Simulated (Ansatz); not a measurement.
# BFH3N: the cost of one run

All numbers below are computed with Ansatz 0.2.0 (RHF/cc-pVDZ).

## Step 1: Starting point

Bond lengths: B1–N2 1.750 Å, N2–H3 1.060 Å, N2–H4 1.060 Å, B1–F6 1.320 Å. Angles: B1–N2–H3 85.1°, B1–N2–H4 153.2°, H3–N2–H4 120.0°, N2–B1–F6 156.2°.

Coordinates:

```xyz
6

B     0.0000    0.0000    0.0000
N     1.0346    0.0000    1.4114
H     0.1576   -0.2713    1.9414
H     1.9116    0.2713    1.9414
H     1.3899    0.0000   -0.0116
F    -1.1431    0.0000   -0.6600
```

## Step 2: A restrained relaxation towards end A

Springs on the bonds that form and break draw the guess towards this end; the thresholds are loose.

input.yaml reads:

```yaml
crystal:
  periodic: [false, false, false]
  atoms:
    - { symbol: B, position_ang: [0.0, 0.0, 0.0] }
    - { symbol: "N", position_ang: [1.0346, 0.0, 1.4114] }
    - { symbol: H, position_ang: [0.1576, -0.2713, 1.9414] }
    - { symbol: H, position_ang: [1.9116, 0.2713, 1.9414] }
    - { symbol: H, position_ang: [1.3899, 0.0, -0.0116] }
    - { symbol: F, position_ang: [-1.1431, 0.0, -0.66] }
basis:
  gaussian: { orbitals: cc-pVDZ }
hamiltonian:
  xc: hf
relax:
  f_tol: 0.15
  max_steps: 25
  restrain:
    - { distance: [1, 4], at: 2.26, k: 30.0 }
    - { distance: [0, 1], at: 1.55, k: 30.0 }
    - { distance: [0, 4], at: 1.19, k: 30.0 }
output:
  orbitals: {}
```

The run is started by

```
ansatz run input.yaml --threads 1 --pin off --max-ram 2048MiB --backend cpu --events-out ev --progress --plain --runs-dir out
```

Q: Estimate wall time and peak memory on 1 thread of Arm Neoverse V1, shared host.

About 5.7 s, with a peak of 0.11 GiB.
